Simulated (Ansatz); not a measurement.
Compare A (`CC(C)CC(C)(C)C`) with its isomer B (`CCCCC(C)(C)C`).

Program: Ansatz. Geometries: PBE0-D4/def2-TZVP. ΔE: electronic, gas phase. CCSD(T)/CBS adds triple-zeta CCSD(T) − MP2 to the extrapolated MP2 energy (def2 sets, frozen cores). Functionals use def2-TZVPP. B3LYP here is the variant with VWN-RPA as its local correlation; programs differ in this. Each species was taken in one conformer, which may not be the lowest.

Task: Which is lower in electronic energy at CCSD(T)/CBS, and by how much? (An estimate is asked.)

Result: The calculation gave: B, by 1.3 kcal/mol.

Task: Give E(B) − E(A) in kcal/mol with BLYP-D4, B3LYP, CCSD(T)/def2-SVP, LDA (SPW92), HF/def2-TZVPP, B3LYP-D4, ωB97M-V. (Estimate.)

Result: The calculation gave: BLYP-D4 -1.4, B3LYP -3.3, CCSD(T)/def2-SVP -1.4, LDA (SPW92) -0.8, HF/def2-TZVPP -4.1, B3LYP-D4 -1.7, ωB97M-V -1.3. None reverses the order clearly.

Largest T1 diagnostic: 0.009.

The D4 term adds +1.6 kcal/mol with B3LYP and +0.9 kcal/mol with PBE0; it sums over pairs of atoms, weighted by their polarisabilities, and B3LYP, whose exchange is more repulsive, gets the larger term. In def2-TZVPP, CCSD(T) changes the Hartree–Fock value by +3.0 kcal/mol (the triples alone add +0.5 kcal/mol) and MP2 by +3.4 kcal/mol.
